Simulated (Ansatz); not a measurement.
# Active spaces for C₂H₅N, singlet

Program: Ansatz, Gaussian basis, development build. Basis cc-pVDZ, nonrelativistic, 3 orbitals frozen in the corrections. State-specific CASSCF; RHF is the lowest restricted (open-shell) Hartree–Fock solution met. Solutions may break the symmetry of the shape. No proof that the lowest CASSCF solution was found.

Geometry:

```xyz
8

C     0.0184    0.1993   -1.2482
C    -0.0004   -0.4365   -0.0689
N    -0.0972    0.1678    1.1902
H     0.0289    1.2828   -1.3161
H    -0.0010   -0.3598   -2.1741
H    -0.0203   -1.5233   -0.0303
H     0.1342    1.1563    1.1780
H     0.4311   -0.3075    1.9131
```

Q: What do CASSCF and its corrections give against RHF in CAS(4,3), and what are the occupations?

A: CASSCF -0.716 eV, SC-NEVPT2 -12.096 eV; occupations 2.00, 1.92, 0.08.

Q: How do single-reference totals in the same basis and frozen core stand against SC-NEVPT2 in CAS(4,3)?

A: CCSD(T) -1.309 eV. Coupled cluster stands on the determinant that it favours, which can lie over the RHF solution above, and is in doubt where the occupations are far from 0, 1 and 2.

Q: Roughly how much CPU time does a whole run from the default start take (median of such runs, summed over threads; nearly all runs on one pinned thread of a shared server, mostly Xeon at 2.3 to 2.6 GHz, by a development driver)?

A: CAS(4,3): about 4 s. Other jobs ran beside these, and the count of passes differs.
